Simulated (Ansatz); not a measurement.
**Antimony, A7 rhombohedral: convergence with the plane-wave cutoff**

Computed with Ansatz, r²SCAN, scalar-relativistic PAW, on the relaxed cell (a = 4.341 Å, c = 11.613 Å (c/a = 2.675); spin not included). Errors count from a run at 500 eV on a Γ-centred 14×14×14 mesh with Fermi-Dirac smearing of 0.1 eV, extrapolated to zero width. Fixed here: mesh 9×9×9, Fermi-Dirac width 0.1 eV. The pressure holds a Pulay correction and is unreliable far below the recommended cutoff. The SCF starts from atomic densities corrected by a trained network.

```csv
cutoff (eV),E(σ→0) error (meV/atom),P (GPa),SCF iterations
150,81919.8,-5.30,8
200,10811.9,-4.32,7
250,1220.2,0.07,7
300,100.5,0.13,6
350,2.4,0.01,7
420,-2.1,0.01,7
500,-3.2,0.01,7
600,-3.4,0.01,7
800,-3.7,0.01,7
```

Within 5 meV/atom of the last row: from 420 eV on.
